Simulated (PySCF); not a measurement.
## The first ionisation energy along the third row

Calculated with PySCF 2.14 from differences of total energies of unrestricted determinants, without spin-orbit coupling. Values in eV. The last column holds reference values (NIST; (s) semi-empirical, (t) theoretical, else measured). Unmarked ones compare directly (S terms, centres of terms, or small fine structure); those marked * lie between the lowest fine-structure levels and include a spin-orbit shift.

| element | configurations | UHF | MP2 (valence) | CCSD (valence) | CCSD(T) (valence) | SCS-MP2 (valence and next inner shell) | PBE0 | reference |
| --- | --- | --- | --- | --- | --- | --- | --- | --- |
| Mg (def2-QZVPPD, non-relativistic) | [Ne] 3s2 → [Ne] 3s1 | 6.606 | 7.248 | 7.525 | 7.525 | 7.479 | 7.542 | 7.646 |
| Al (def2-QZVPPD, non-relativistic) | [Ne] 3s2 3p1 → [Ne] 3s2 | 5.609 | 5.852 | 5.933 | 5.968 | 5.816 | 6.098 | 5.977 |
| Si (def2-QZVPPD, non-relativistic) | [Ne] 3s2 3p2 → [Ne] 3s2 3p1 | 7.637 | 8.073 | 8.090 | 8.135 | 7.979 | 8.218 | 8.157 |
| P (def2-QZVPPD, non-relativistic) | [Ne] 3s2 3p3 → [Ne] 3s2 3p2 | 9.906 | 10.520 | 10.444 | 10.497 | 10.343 | 10.527 | 10.526 |
| S (def2-QZVPPD, non-relativistic) | [Ne] 3s2 3p4 → [Ne] 3s2 3p3 | 9.236 | 10.084 | 10.198 | 10.242 | 10.180 | 10.403 | 10.336 |
| Cl (def2-QZVPPD, non-relativistic) | [Ne] 3s2 3p5 → [Ne] 3s2 3p4 | 11.764 | 12.847 | 12.819 | 12.873 | 12.868 | 12.953 | 12.974 |
| Ar (def2-QZVPPD, non-relativistic) | [Ar] → [Ne] 3s2 3p5 | 14.549 | 15.820 | 15.652 | 15.711 | 15.742 | 15.712 | 15.819 |

```json
{"method": "UHF", "elements": "7", "mean error (eV)": "-0.875", "mean absolute error (eV)": "0.875", "largest error (eV)": "-1.270"}
{"method": "MP2 (valence)", "elements": "7", "mean error (eV)": "-0.141", "mean absolute error (eV)": "0.142", "largest error (eV)": "-0.398"}
{"method": "CCSD (valence)", "elements": "7", "mean error (eV)": "-0.110", "mean absolute error (eV)": "0.110", "largest error (eV)": "-0.167"}
{"method": "CCSD(T) (valence)", "elements": "7", "mean error (eV)": "-0.069", "mean absolute error (eV)": "0.069", "largest error (eV)": "-0.121"}
{"method": "SCS-MP2 (valence and next inner shell)", "elements": "7", "mean error (eV)": "-0.147", "mean absolute error (eV)": "0.147", "largest error (eV)": "-0.183"}
{"method": "PBE0", "elements": "7", "mean error (eV)": "0.003", "mean absolute error (eV)": "0.069", "largest error (eV)": "0.121"}
```

Errors include the incompleteness of the basis and the frozen core.

"Valence" correlates the outer s and p shells and, in groups 3 to 12 and the f block, the outer d or f shell, open or full, or the next shell where the ion has no valence electron left; the wider scheme adds the next inner shell.
